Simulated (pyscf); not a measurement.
Thermochemistry of product channels of HO–Zn–Cl + NH₃ on the singlet surface, in kcal/mol, from CCSD(T)/def2-TZVPP + ΔMP2(QZVPP) energies (ideal gas, 1 atm, RRHO with modes under 100 cm⁻¹ raised to 100, one conformer, R ln 2 for chiral ones without a mode under 150 cm⁻¹). Single points on ωB97X-D3(BJ)/def2-SVP structures (PySCF, gas phase). MP2 and CC: frozen core, UHF for open shells. ΔMP2 is the change of the MP2 total energy from the triple- to the quadruple-zeta basis.

```tsv
products	ΔE	ΔH(298 K)	ΔG(298 K)	ΔG(600 K)
H₂O + H₂N–Zn–Cl	[?]	+3.7	+3.4	+2.9
H₂N–Zn–OH + HCl	+27.2	+24.9	+24.7	[?]
```

Task: What belongs in the gaps?

Result: 
- H₂O + H₂N–Zn–Cl, ΔE: +4.1
- H₂N–Zn–OH + HCl, ΔG(600 K): +24.2

These are energies of the channels, which say nothing of barriers. The CCSD(T) − MP2 part came from Ansatz, without density fitting, on the same reference. The frozen core leaves the outer d or s,p core shells of the metals and heavy elements correlated in the MP2 and CC values, and def2-TZVPP describes them poorly, which can shift differences by a few kcal/mol. Elements up to Kr have no core potential and no relativistic terms here.
